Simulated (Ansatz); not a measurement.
Reaction (SMILES): [SiH3] (SiH3) → [SiH3-] (an electron is taken up)
B3LYP-D3(BJ)/def2-TZVP geometries, fixed; electronic energies without zero-point terms; positive where energy is released.

Basis-set convergence of the adiabatic electron affinity at PBE with Ansatz (a quantum-chemistry and plane-wave program). Cartesian d functions, on some or all atoms, in 6-31+G*, 6-311+G**; all else is spherical. The program fits the integrals of some runs and decomposes those of others, by size. Open shells are unrestricted. No added dispersion term, no relativity. Functions are those of the species that has most. Reference: the value in aug-pcseg-3, 1.358 eV, itself unsure by roughly 0.016 eV (its mean distance from aug-cc-pV(Q+d)Z, def2-QZVPPD). Deviations are taken from unrounded values.

```json
[
 {"basis": "def2-SV(P)", "functions": "24", "adiabatic electron affinity (eV)": "1.044", "minus reference (eV)": "-0.315"},
 {"basis": "6-31+G*", "functions": "29", "adiabatic electron affinity (eV)": "1.341", "minus reference (eV)": "-0.017"},
 {"basis": "def2-SVP", "functions": "33", "adiabatic electron affinity (eV)": "1.019", "minus reference (eV)": "-0.339"},
 {"basis": "6-311+G**", "functions": "49", "adiabatic electron affinity (eV)": "1.355", "minus reference (eV)": "-0.003"},
 {"basis": "aug-pcseg-1", "functions": "54", "adiabatic electron affinity (eV)": "1.385", "minus reference (eV)": "0.026"},
 {"basis": "def2-TZVP", "functions": "55", "adiabatic electron affinity (eV)": "1.214", "minus reference (eV)": "-0.144"},
 {"basis": "6-311++G(2d,2p)", "functions": "65", "adiabatic electron affinity (eV)": "1.352", "minus reference (eV)": "-0.006"},
 {"basis": "def2-TZVPP", "functions": "84", "adiabatic electron affinity (eV)": "1.214", "minus reference (eV)": "-0.145"},
 {"basis": "6-311++G(3df,3pd)", "functions": "101", "adiabatic electron affinity (eV)": "1.354", "minus reference (eV)": "-0.004"},
 {"basis": "aug-pcseg-2", "functions": "119", "adiabatic electron affinity (eV)": "1.363", "minus reference (eV)": "0.005"},
 {"basis": "def2-QZVPP", "functions": "160", "adiabatic electron affinity (eV)": "1.304", "minus reference (eV)": "-0.054"},
 {"basis": "aug-pcseg-3", "functions": "236", "adiabatic electron affinity (eV)": "1.358", "minus reference (eV)": "0.000"}
]
```

The smallest set listed that lies within 0.1 eV of the reference with all its larger relatives (same family, alike in diffuse functions; a set with none counts only in the reference's own line) is 6-31+G* (29 functions, -0.017 eV off). Inside, with no larger relative to test it: def2-QZVPP.
